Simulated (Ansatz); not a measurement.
Basis-set extrapolation for `NC(=O)C=O` (PBE0-D4/def2-TZVP geometry, frozen core, Ansatz). Multiplicity 1, RHF reference.

```tsv
	def2-TZVPP	def2-QZVPP
HF	-281.780192	-281.792845
MP2 correlation	-0.972536	-1.044924
CCSD(T) correlation	-1.026473	not run
```

Energies in hartree. Use E(X) = E(∞) + A·exp(−7.88·√X) for Hartree–Fock and E(X) = E(∞) + B·X^(−2.97) for correlation, with X = 3 and 4, and add CCSD(T) minus MP2 of the smaller set to the MP2 limit.

What is the CCSD(T) energy at the basis-set limit?

HF limit: -281.792845 + (-0.012653) × 0.13774 = -281.79459. MP2 limit: -1.044924 + (-0.072388) × 0.74074 = -1.09854. Higher-order term: -1.026473 − (-0.972536) = -0.05394. Total: -282.94707 hartree, 368.6 kJ/mol below CCSD(T)/def2-TZVPP.
